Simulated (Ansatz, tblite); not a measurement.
# BMe2H (C₂H₇B): a ladder of methods and basis sets

Aim: run the singlet of BMe2H (C₂H₇B) at one geometry on many levels, and compare frontier levels, spin and run time.

Program: Ansatz 0.2.0, Gaussian basis. Level of theory: as each input shows. These are calculated values, not measurements.

The runs, in order: GFN1-xTB, GFN2-xTB, PBE-D4/def2-TZVP, r2SCAN-D4/def2-TZVP, ωB97M-V/def2-TZVP, HSE06-D4/def2-TZVP, HF/def2-TZVP, PBE-D4/def2-SVP, PBE0-D4/def2-SVP, HF/STO-3G, CCSD(T)/def2-TZVPP, MP2/def2-TZVP.

2 further runs of the same task are left out: 2 set aside as unsound or not needed.

## (1) The relaxed structure

The geometry is that of the singlet, from an earlier relaxation (PBE-D4/def2-TZVP).

10 atoms, charge 0, spin multiplicity 1.

Bond lengths: B1–C2 1.562 Å, B1–C3 1.562 Å, B1–H10 1.211 Å, C2–H4 1.110 Å, C2–H5 1.100 Å, C2–H6 1.101 Å, C3–H7 1.110 Å, C3–H8 1.100 Å, C3–H9 1.101 Å. Angles: C2–B1–C3 123.7°, C2–B1–H10 118.2°, C3–B1–H10 118.1°, B1–C2–H4 105.5°, B1–C2–H5 115.3°, B1–C2–H6 113.9°, H4–C2–H5 106.6°, H4–C2–H6 104.6°, H5–C2–H6 109.9°, B1–C3–H7 105.7°, B1–C3–H8 115.4°, B1–C3–H9 113.6°, H7–C3–H8 106.8°, H7–C3–H9 104.5°, H8–C3–H9 109.8°.

PBE0-D4/def2-TZVP was run before; its log isn't repeated, and its numbers join the tables.

## (2) GFN1-xTB

Tight binding, by tblite at 300 K electronic temperature and without a spin-polarisation term:

```python
tblite.interface.Calculator('GFN1-xTB', numbers, positions, charge=0, uhf=0).singlepoint()
```

Energy -255.9104 eV, HOMO -12.12 eV, LUMO -7.04 eV; 0.003 s.

## (3) GFN2-xTB

Tight binding, by tblite at 300 K electronic temperature and without a spin-polarisation term:

```python
tblite.interface.Calculator('GFN2-xTB', numbers, positions, charge=0, uhf=0).singlepoint()
```

Energy -246.6259 eV, HOMO -11.00 eV, LUMO -6.18 eV; 0.002 s.

## (4) PBE-D4/def2-TZVP

start.molden holds the orbitals of an earlier run on this state, given as this run's starting guess.

File in.yaml:

```yaml
crystal:
  periodic: [false, false, false]
  atoms:
    - {symbol: B, position_ang: [-0.287171, -0.490185, -0.015133]}
    - {symbol: C, position_ang: [1.273088, -0.552682, -0.001273]}
    - {symbol: C, position_ang: [-1.100686, 0.842742, 0.006376]}
    - {symbol: H, position_ang: [1.549880, -0.817431, 1.040397]}
    - {symbol: H, position_ang: [1.784092, 0.393560, -0.232002]}
    - {symbol: H, position_ang: [1.692370, -1.364040, -0.615354]}
    - {symbol: H, position_ang: [-1.478154, 0.981900, -1.027692]}
    - {symbol: H, position_ang: [-0.523234, 1.744174, 0.258423]}
    - {symbol: H, position_ang: [-2.008443, 0.795219, 0.627397]}
    - {symbol: H, position_ang: [-0.901743, -1.533247, -0.041138]}
basis:
  gaussian: {orbitals: def2-TZVP, initial_orbitals: start.molden}
hamiltonian: {xc: pbe, dispersion: d4}
scf: {omitted_lower_state_checks: [starts]}
output: {forces: true, orbitals: {seedname: orbitals}}
```

On the command line:

```console
$ ansatz run in.yaml --threads 2 --pin off --events-out ev --progress --plain --max-ram 4352MiB
```

The log of the run (excerpt; [...] marks lines left out):

```text
Functional definition: PBE
  name "PBE"
  cite "Perdew, Burke & Ernzerhof, Phys. Rev. Lett. 77, 3865 (1996) doi:10.1103/PhysRevLett.77.3865"
  parent pbe
[...]
837 factors; their error is unknown
[...]
mean field -2860.96351404 eV, -105.1384699101 hartree, gradient 1.8e-5 eV, S^2 0.000000; 0 other end points of the search recorded, 0 dependent functions left out
[...]
reference -2860.96355484 eV, -105.1384714098 hartree; 12, 12 occupied and 123, 123 virtual orbitals, 837 factors
Total energy: -2861.08522284 eV, -105.1429426263 hartree
Atom 0 at    -0.287171    -0.490185    -0.015133 Å, force     0.000182    -0.000449     0.000289 eV/Å
Atom 1 at     1.273088    -0.552682    -0.001273 Å, force     0.000350     0.000885    -0.000600 eV/Å
Atom 2 at    -1.100686     0.842742     0.006376 Å, force    -0.000501     0.000812    -0.000745 eV/Å
Atom 3 at     1.549880    -0.817431     1.040397 Å, force    -0.000531    -0.000854    -0.000257 eV/Å
Atom 4 at     1.784092     0.393560    -0.232002 Å, force    -0.000074    -0.000531     0.000311 eV/Å
Atom 5 at     1.692370    -1.364040    -0.615354 Å, force    -0.000471     0.000552    -0.000157 eV/Å
Atom 6 at    -1.478154     0.981900    -1.027692 Å, force     0.000700     0.000130     0.000659 eV/Å
Atom 7 at    -0.523234     1.744174     0.258423 Å, force    -0.000493    -0.000437    -0.000065 eV/Å
Atom 8 at    -2.008443     0.795219     0.627397 Å, force     0.000294    -0.000375    -0.000585 eV/Å
Atom 9 at    -0.901743    -1.533247    -0.041138 Å, force     0.000542     0.000268     0.001150 eV/Å
Dipole moment:     0.048362     0.083327     0.003477 e Å
Checks for a lower state left out: starts
```

It took 1.4 s on 2 threads of Arm Neoverse V1, shared host.

From the report: HOMO -7.24 eV, LUMO -1.64 eV.

## (5) r2SCAN-D4/def2-TZVP

in.yaml, as its differences from that of step 4:

```diff
@@ -15,4 +15,4 @@
   gaussian: {orbitals: def2-TZVP, initial_orbitals: start.molden}
-hamiltonian: {xc: pbe, dispersion: d4}
+hamiltonian: {xc: r2scan, dispersion: d4}
 scf: {omitted_lower_state_checks: [starts]}
-output: {forces: true, orbitals: {seedname: orbitals}}
+output: {orbitals: {seedname: orbitals}}
```

Launched as before.

The log of the run:

```text
Functional definition: r2SCAN
  name "r2SCAN"
  cite "Furness, Kaplan, Ning, Perdew & Sun, J. Phys. Chem. Lett. 11, 8208 (2020) doi:10.1021/acs.jpclett.0c02405"
  cite "Furness, Kaplan, Ning, Perdew & Sun, J. Phys. Chem. Lett. 11, 9248 (2020) doi:10.1021/acs.jpclett.0c03077"
  parent r2scan
  parameter k0 = 0.174
  parameter k1 = 0.065
  parameter a1 = 4.9479
  exchange = r2scan_x(k0 = k0, k1 = k1, a1 = a1)
  correlation = r2scan_c
these checks for a lower state are left out or cut short: starts
837 factors; their error is unknown
mean field evaluation 1: about -2863.5578 eV, gradient 3.6e0 eV
mean field evaluation 2: about -2863.5787 eV, gradient 1.9e-2 eV
mean field evaluation 4: about -2863.5596 eV, gradient 1.9e-4 eV
mean field -2863.55958875 eV, -105.2338738963 hartree, gradient 2.4e-5 eV, S^2 0.000000; 0 other end points of the search recorded, 0 dependent functions left out
reference -2863.55960050 eV, -105.2338743279 hartree; 12, 12 occupied and 123, 123 virtual orbitals, 837 factors
Total energy: -2863.58991937 eV, -105.2349885258 hartree
Checks for a lower state left out: starts
```

Run time: 2.1 s. Hardware: 2 threads of Arm Neoverse V1, shared host.

From the report: HOMO -7.54 eV, LUMO -1.20 eV.

## (6) ωB97M-V/def2-TZVP

in.yaml, as its differences from that of step 5:

```diff
@@ -15,3 +15,3 @@
   gaussian: {orbitals: def2-TZVP, initial_orbitals: start.molden}
-hamiltonian: {xc: r2scan, dispersion: d4}
+hamiltonian: {xc: {name: wB97M-V}}
 scf: {omitted_lower_state_checks: [starts]}
```

Same command.

The log of the run (excerpt; [...] marks lines left out):

```text
Functional definition: wB97M-V
  name "wB97M-V"
  cite "Mardirossian & Head-Gordon, J. Chem. Phys. 144, 214110 (2016) doi:10.1063/1.4952647"
  cite "Becke, J. Chem. Phys. 107, 8554 (1997) doi:10.1063/1.475007"
  cite "Vydrov & Van Voorhis, J. Chem. Phys. 133, 244103 (2010) doi:10.1063/1.3521275"
  # Of w^i u^j: cxij and so on, Table III.
[...]
  gx(w, u) = 1 - cx + cx01*u + cx10*w
  gss(w, u) = css00 + css04*u^4 + css10*w + css20*w^2 + css43*w^4*u^3
  gos(w, u) = cos00 + cos10*w + (cos20 + cos21*u)*w^2 + (cos60 + cos61*u)*w^6
[...]
      + integral(e_c_pw_mod_opposite_spin*gos(b97_w_opposite, b97_u_opposite)) + vv10(b, c)
[...]
837 factors; their error is unknown
271 factors; integrals over basis functions are off by at most 1.9e-5 eV
[...]
mean field -2863.50752525 eV, -105.2319605979 hartree, gradient 1.1e-5 eV, S^2 0.000000; 0 other end points of the search recorded, 0 dependent functions left out
reference -2863.50757272 eV, -105.2319623424 hartree; 12, 12 occupied and 123, 123 virtual orbitals, 837 factors
Total energy: -2863.50757272 eV, -105.2319623424 hartree
Checks for a lower state left out: starts
```

Wall time 4.8 s (2 threads of Arm Neoverse V1, shared host).

Report: HOMO -10.97 eV, LUMO 1.33 eV.

## (7) HSE06-D4/def2-TZVP

in.yaml, as its differences from that of step 6:

```diff
@@ -15,3 +15,3 @@
   gaussian: {orbitals: def2-TZVP, initial_orbitals: start.molden}
-hamiltonian: {xc: {name: wB97M-V}}
+hamiltonian: {xc: hse06, dispersion: d4}
 scf: {omitted_lower_state_checks: [starts]}
```

Launched as before.

The log of the run (excerpt; [...] marks lines left out):

```text
Functional definition: HSE06
  name "HSE06"
  cite "Heyd, Scuseria & Ernzerhof, J. Chem. Phys. 118, 8207 (2003) doi:10.1063/1.1564060"
  cite "Krukau, Vydrov, Izmaylov & Scuseria, J. Chem. Phys. 125, 224106 (2006) doi:10.1063/1.2404663"
  cite "Heyd & Scuseria, J. Chem. Phys. 120, 7274 (2004) doi:10.1063/1.1668634"
  cite "Ernzerhof & Perdew, J. Chem. Phys. 109, 3313 (1998) doi:10.1063/1.476928"
  cite "Perdew, Burke & Ernzerhof, Phys. Rev. Lett. 77, 3865 (1996) doi:10.1103/PhysRevLett.77.3865"
  parent pbe
[...]
  # The whole range is PBE's own exchange, as in plane waves. The composition of these papers is wPBEh.
[...]
837 factors; their error is unknown
79 factors; integrals over basis functions are off by at most 5.5e-7 eV
[...]
mean field -2861.50782146 eV, -105.1584728390 hartree, gradient 7.7e-6 eV, S^2 0.000000; 0 other end points of the search recorded, 0 dependent functions left out
reference -2861.50786082 eV, -105.1584742853 hartree; 12, 12 occupied and 123, 123 virtual orbitals, 837 factors
Total energy: -2861.60054965 eV, -105.1618805369 hartree
Checks for a lower state left out: starts
```

Run time: 1.6 s. Hardware: 2 threads of Arm Neoverse V1, shared host.

From the report: HOMO -8.23 eV, LUMO -0.99 eV.

## (8) HF/def2-TZVP

in.yaml, as its differences from that of step 7:

```diff
@@ -15,3 +15,3 @@
   gaussian: {orbitals: def2-TZVP, initial_orbitals: start.molden}
-hamiltonian: {xc: hse06, dispersion: d4}
+hamiltonian: {xc: hf}
 scf: {omitted_lower_state_checks: [starts]}
```

Launched as before.

The log of the run:

```text
Functional definition: HF
  name "HF"
  cite "Fock, Z. Phys. 61, 126 (1930) doi:10.1007/BF01340294"
  parent pbe
  exchange = exact_x
  correlation = 0
these checks for a lower state are left out or cut short: starts
999 factors; their error is unknown
mean field evaluation 1: about -2844.0469 eV, gradient 1.7e1 eV
mean field evaluation 2: about -2844.4289 eV, gradient 4.1e-1 eV
mean field evaluation 4: about -2844.4523 eV, gradient 2.9e-1 eV
mean field -2844.45246528 eV, -104.5317000599 hartree, gradient 1.0e-5 eV, S^2 0.000000; 0 other end points of the search recorded, 0 dependent functions left out
reference -2844.45246528 eV, -104.5317000599 hartree; 12, 12 occupied and 123, 123 virtual orbitals, 999 factors
Total energy: -2844.45246528 eV, -104.5317000599 hartree
Checks for a lower state left out: starts
```

Wall time 0.45 s (2 threads of Arm Neoverse V1, shared host).

Report: HOMO -12.13 eV, LUMO 2.89 eV.

## (9) PBE-D4/def2-SVP

in.yaml, as its differences from that of step 8:

```diff
@@ -14,4 +14,4 @@
 basis:
-  gaussian: {orbitals: def2-TZVP, initial_orbitals: start.molden}
-hamiltonian: {xc: hf}
+  gaussian: {orbitals: def2-SVP, initial_orbitals: start.molden}
+hamiltonian: {xc: pbe, dispersion: d4}
 scf: {omitted_lower_state_checks: [starts]}
```

Same command.

The log of the run:

```text
Functional definition: PBE
  name "PBE"
  cite "Perdew, Burke & Ernzerhof, Phys. Rev. Lett. 77, 3865 (1996) doi:10.1103/PhysRevLett.77.3865"
  parent pbe
  parameter kappa = 0.804
  parameter beta = 0.06672455060314922
  exchange = pbe_x(kappa = kappa, mu = beta*pi^2/3)
  correlation = pbe_c(beta = beta)
these checks for a lower state are left out or cut short: starts
876 factors; their error is unknown
mean field evaluation 1: about -2857.7136 eV, gradient 5.7e0 eV
mean field evaluation 2: about -2857.8128 eV, gradient 7.0e-2 eV
mean field evaluation 4: about -2857.7882 eV, gradient 6.7e-5 eV
mean field -2857.78818076 eV, -105.0217785647 hartree, gradient 2.0e-5 eV, S^2 0.000000; 0 other end points of the search recorded, 0 dependent functions left out
reference -2857.78821186 eV, -105.0217797075 hartree; 12, 12 occupied and 65, 65 virtual orbitals, 876 factors
Total energy: -2857.90987986 eV, -105.0262509240 hartree
Checks for a lower state left out: starts
```

It took 0.75 s on 2 threads of Arm Neoverse V1, shared host.

Report: HOMO -7.12 eV, LUMO -1.52 eV.

## (10) PBE0-D4/def2-SVP

in.yaml, as its differences from that of step 9:

```diff
@@ -15,3 +15,3 @@
   gaussian: {orbitals: def2-SVP, initial_orbitals: start.molden}
-hamiltonian: {xc: pbe, dispersion: d4}
+hamiltonian: {xc: pbe0, dispersion: d4}
 scf: {omitted_lower_state_checks: [starts]}
```

The command is unchanged.

The log of the run:

```text
Functional definition: PBE0
  name "PBE0"
  cite "Adamo & Barone, J. Chem. Phys. 110, 6158 (1999) doi:10.1063/1.478522"
  cite "Perdew, Burke & Ernzerhof, Phys. Rev. Lett. 77, 3865 (1996) doi:10.1103/PhysRevLett.77.3865"
  parent pbe
  parameter a = 0.25
  parameter kappa = 0.804
  parameter beta = 0.06672455060314922
  exchange = (1 - a)*pbe_x(kappa = kappa, mu = beta*pi^2/3) + a*exact_x
  correlation = pbe_c(beta = beta)
these checks for a lower state are left out or cut short: starts
876 factors; their error is unknown
mean field evaluation 1: about -2858.6112 eV, gradient 4.3e0 eV
mean field evaluation 2: about -2858.6658 eV, gradient 4.5e-2 eV
mean field evaluation 4: about -2858.6591 eV, gradient 4.5e-5 eV
mean field -2858.65909511 eV, -105.0537840765 hartree, gradient 5.8e-5 eV, S^2 0.000000; 0 other end points of the search recorded, 0 dependent functions left out
reference -2858.65911948 eV, -105.0537849723 hartree; 12, 12 occupied and 65, 65 virtual orbitals, 876 factors
Total energy: -2858.76005432 eV, -105.0574942591 hartree
Checks for a lower state left out: starts
```

Wall time 0.75 s (2 threads of Arm Neoverse V1, shared host).

HOMO -8.57 eV, LUMO -0.51 eV.

## (11) HF/STO-3G

in.yaml, as its differences from that of step 10:

```diff
@@ -14,4 +14,4 @@
 basis:
-  gaussian: {orbitals: def2-SVP, initial_orbitals: start.molden}
-hamiltonian: {xc: pbe0, dispersion: d4}
+  gaussian: {orbitals: STO-3G}
+hamiltonian: {xc: hf}
 scf: {omitted_lower_state_checks: [starts]}
```

Same command.

The log of the run:

```text
Functional definition: HF
  name "HF"
  cite "Fock, Z. Phys. 61, 126 (1930) doi:10.1007/BF01340294"
  parent pbe
  exchange = exact_x
  correlation = 0
these checks for a lower state are left out or cut short: starts
294 factors; integrals over basis functions are off by at most 1.2e-4 eV
mean field evaluation 1: about -2808.9887 eV, gradient 1.3e1 eV
mean field evaluation 2: about -2809.0982 eV, gradient 1.3e1 eV
mean field evaluation 4: about -2809.8626 eV, gradient 1.9e-1 eV
mean field evaluation 8: about -2809.8622 eV, gradient 2.1e-4 eV
mean field -2809.86224412 eV, -103.2605328783 hartree, gradient 6.1e-6 eV, S^2 0.000000; 0 other end points of the search recorded, 0 dependent functions left out
reference -2809.86224412 eV, -103.2605328783 hartree; 12, 12 occupied and 10, 10 virtual orbitals, 294 factors
Total energy: -2809.86224412 eV, -103.2605328783 hartree
Checks for a lower state left out: starts
```

Run time: 0.1 s. Hardware: 2 threads of Arm Neoverse V1, shared host.

HOMO -11.01 eV, LUMO 7.31 eV.

## (12) CCSD(T)/def2-TZVPP

in.yaml, as its differences from that of step 11:

```diff
@@ -14,4 +14,4 @@
 basis:
-  gaussian: {orbitals: STO-3G}
-hamiltonian: {xc: hf}
+  gaussian: {orbitals: def2-TZVPP, initial_orbitals: start.molden}
+correlation: {method: ccsd_t}
 scf: {omitted_lower_state_checks: [starts]}
```

Launched as before.

The log of the run (excerpt; [...] marks lines left out):

```text
Functional definition: HF
  name "HF"
  cite "Fock, Z. Phys. 61, 126 (1930) doi:10.1007/BF01340294"
  parent pbe
[...]
1090 factors; integrals over basis functions are off by at most 9.2e-4 eV
[...]
mean field -2844.51006495 eV, -104.5338168087 hartree, gradient 1.7e-6 eV, S^2 0.000000; 0 other end points of the search recorded, 0 dependent functions left out
3 core orbitals not correlated: weight in the atoms' cores, before any rotation towards them, 1.000 or more for the frozen orbitals, at most 0.000 for the correlated occupied ones
reference -2844.51006495 eV, -104.5338168087 hartree; 9, 9 occupied and 179, 179 virtual orbitals, 1090 factors
second order -12.59980276 eV of doubles, -0.00000000 eV of singles
cycle   1  -13.38294332 eV  change   -7.8e-1 eV  update   6.8e-2
[...]
cycle   8  -13.74611365 eV  change    4.7e-7 eV  update   1.6e-5
perturbative correction -0.48308844 eV, -0.0177531726 hartree
Total energy: -2858.73926704 eV, -105.0567303405 hartree
Checks for a lower state left out: starts
```

Run time: 30 s. Hardware: 2 threads of Arm Neoverse V1, shared host; peak memory 2.1 GiB.

Hartree-Fock HOMO -12.13 eV, LUMO 2.89 eV; T1 0.009.

## (13) MP2/def2-TZVP

in.yaml, as its differences from that of step 12:

```diff
@@ -14,4 +14,4 @@
 basis:
-  gaussian: {orbitals: def2-TZVPP, initial_orbitals: start.molden}
-correlation: {method: ccsd_t}
+  gaussian: {orbitals: def2-TZVP, initial_orbitals: start.molden}
+correlation: {method: mp2}
 scf: {omitted_lower_state_checks: [starts]}
```

Launched as before.

The log of the run:

```text
Functional definition: HF
  name "HF"
  cite "Fock, Z. Phys. 61, 126 (1930) doi:10.1007/BF01340294"
  parent pbe
  exchange = exact_x
  correlation = 0
these checks for a lower state are left out or cut short: starts
932 factors; integrals over basis functions are off by at most 1.1e-3 eV
mean field evaluation 1: about -2844.0761 eV, gradient 1.7e1 eV
mean field evaluation 2: about -2844.4531 eV, gradient 4.0e-1 eV
mean field evaluation 4: about -2844.4525 eV, gradient 1.5e-3 eV
mean field -2844.45248024 eV, -104.5317006096 hartree, gradient 1.0e-6 eV, S^2 0.000000; 0 other end points of the search recorded, 0 dependent functions left out
3 core orbitals not correlated: weight in the atoms' cores, before any rotation towards them, 1.000 or more for the frozen orbitals, at most 0.000 for the correlated occupied ones
reference -2844.45248024 eV, -104.5317006096 hartree; 9, 9 occupied and 123, 123 virtual orbitals, 932 factors
second order -12.10305507 eV of doubles, -0.00000000 eV of singles
Total energy: -2856.55553531 eV, -104.9764796798 hartree
Checks for a lower state left out: starts
```

Wall time 0.75 s (2 threads of Arm Neoverse V1, shared host).

From the report: Hartree-Fock HOMO -12.13 eV, LUMO 2.89 eV.

## (14) Levels side by side

```
              level  functions  HOMO (eV)  LUMO (eV)  gap (eV)    time
          HF/STO-3G         22     -11.01       7.31     18.31   0.1 s
       HF/def2-TZVP        135     -12.13       2.89     15.02  0.45 s
    PBE-D4/def2-SVP         77      -7.12      -1.52      5.60  0.75 s
   PBE-D4/def2-TZVP        135      -7.24      -1.64      5.60   1.4 s
r2SCAN-D4/def2-TZVP        135      -7.54      -1.20      6.34   2.1 s
   PBE0-D4/def2-SVP         77      -8.57      -0.51      8.06  0.75 s
  PBE0-D4/def2-TZVP        135      -8.64      -0.60      8.03   1.4 s
 HSE06-D4/def2-TZVP        135      -8.23      -0.99      7.24   1.6 s
  ωB97M-V/def2-TZVP        135     -10.97       1.33     12.31   4.8 s
```

Energy pieces by basis (eV):

```
     basis          HF  MP2 correlation  CCSD correlation      (T)             total
def2-TZVPP  -2844.5101         -12.5998          -13.7461  -0.4831        -2858.7393
 def2-TZVP  -2844.4525         -12.1031                             -2856.5555 (MP2)
```

## (15) Binding energy

Free atoms were run apart at each level; binding is atoms less cluster, divided by the number of atoms, without zero-point or spin-orbit terms.

Differences are taken before rounding.

```
             method  binding an atom (eV)  from CCSD(T)/def2-TZVPP (eV)    time
          HF/STO-3G                 3.942                        +0.138   0.1 s
       HF/def2-TZVP                 3.036                        -0.768  0.45 s
      HF/def2-TZVPP                 3.042                        -0.763        
    PBE-D4/def2-SVP                 3.951                        +0.146  0.75 s
   PBE-D4/def2-TZVP                 3.928                        +0.124   1.4 s
r2SCAN-D4/def2-TZVP                 3.899                        +0.095   2.1 s
   PBE0-D4/def2-SVP                 3.932                        +0.127  0.75 s
  PBE0-D4/def2-TZVP                 3.901                        +0.096   1.4 s
 HSE06-D4/def2-TZVP                 3.903                        +0.099   1.6 s
  ωB97M-V/def2-TZVP                 3.893                        +0.089   4.8 s
      MP2/def2-TZVP                 3.768                        -0.036  0.75 s
    CCSD/def2-TZVPP                 3.771                        -0.034        
 CCSD(T)/def2-TZVPP                 3.804                             0    30 s
```

Among the levels timed on like hardware and quicker than the yardstick, those that no quicker one beats, quickest first: HF/STO-3G (0.1 s, +0.138 eV); MP2/def2-TZVP (0.75 s, -0.036 eV).

## (16) Results

| quantity | value |
| --- | --- |
| gap in def2-TZVP, named functionals and Hartree-Fock, smallest and largest | 5.60 eV (PBE-D4), 15.02 eV (HF) |
| correlation energy, CCSD(T)/def2-TZVPP | -14.23 eV |
| correlation energy, MP2/def2-TZVP | -12.10 eV |
| binding an atom, CCSD(T)/def2-TZVPP | 3.804 eV |
| PBE0 total energy, smallest basis above largest | 3.05 eV (def2-SVP, def2-TZVP) |

**Reading.** Over the named functionals and Hartree-Fock in def2-TZVP the gap runs from 5.60 eV (PBE-D4) to 15.02 eV (HF); exact exchange widens it. A small miss in a minimal or small basis is a cancelling of errors, not accuracy. The functionals in def2-TZVP miss CCSD(T)/def2-TZVPP by +0.089 (ωB97M-V) to +0.124 eV (PBE-D4) an atom. The reference is CCSD(T) in one finite basis, so it carries an error of its own, often a tenth of an eV or more, and near misses can't be ranked.

MP2/def2-TZVP reaches 0.036 eV from the reference in 0.75 s, where CCSD(T)/def2-TZVPP took 30 s; the quickest level in the cost chart, HF/STO-3G, takes 0.1 s and misses by 0.138 eV. The slowest run with a step of its own, CCSD(T)/def2-TZVPP, took 30 s; the quickest functional in def2-TZVP took 1.4 s (shared host).
